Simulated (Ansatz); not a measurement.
## Γ–Γ gap of some cubic solids

Method: LDA+SOC (Ansatz, a quantum-chemistry and plane-wave program; the runs differ in potentials, basis or settings). References are measured values at low temperature.

Values in eV.

| solid | reference | LDA+SOC | error (eV) |
|---|---|---|---|
| rock-salt CaO | 7.09 | 4.54 | -2.55 |
| zinc-blende GaAs | 1.52 | 0.17 | -1.35 |
| zinc-blende AlP | 3.63 | 3.09 | -0.54 |
| zinc-blende InP | 1.42 | 0.43 | -0.99 |
| zinc-blende GaP | 2.89 | 1.58 | -1.31 |
| zinc-blende AlAs | 3.10 | 1.75 | -1.35 |

Over these 6 solids the mean error is -1.35 eV, the mean absolute error 1.35 eV (median 1.33 eV), and the worst case rock-salt CaO at -2.55 eV; the value is below the reference in 6 of 6 cases.

All these references are low-temperature values that still hold zero-point motion.

Differences are worked out from the printed values.

Density-functional gaps are differences of (generalised) Kohn–Sham levels of a static lattice; semilocal ones lie below quasiparticle gaps as a rule. Measured gaps hold zero-point and thermal shifts unless a correction is named.

Cells: LDA+SOC at the measured cell. Caveats: for solids of elements lighter than gallium the value without spin–orbit coupling stands in (rock-salt CaO, zinc-blende AlP). Ansatz's density-functional and Hartree–Fock values are scalar-relativistic unless marked +SOC, with PAW data made under PBE.

Not in this set, of the solids of all kinds but layered and molecular ones with a reference value in our tables and a result at some level: 6 for a reference of another kind, counted apart; 4 for no value at LDA+SOC (not run, a failed fit, a closed gap, an unstable or unbound cell, or a value held back for tests). These can be a level's best or worst cases. At least 3 more with a reference value are held back for tests. Solids without a released value at any level aren't counted. The metals Ce to Yb are counted apart.

References as tabulated in Vurgaftman et al. (2001), doi:10.1063/1.1368156; Chen et al. (2018), doi:10.1103/physrevmaterials.2.073803.
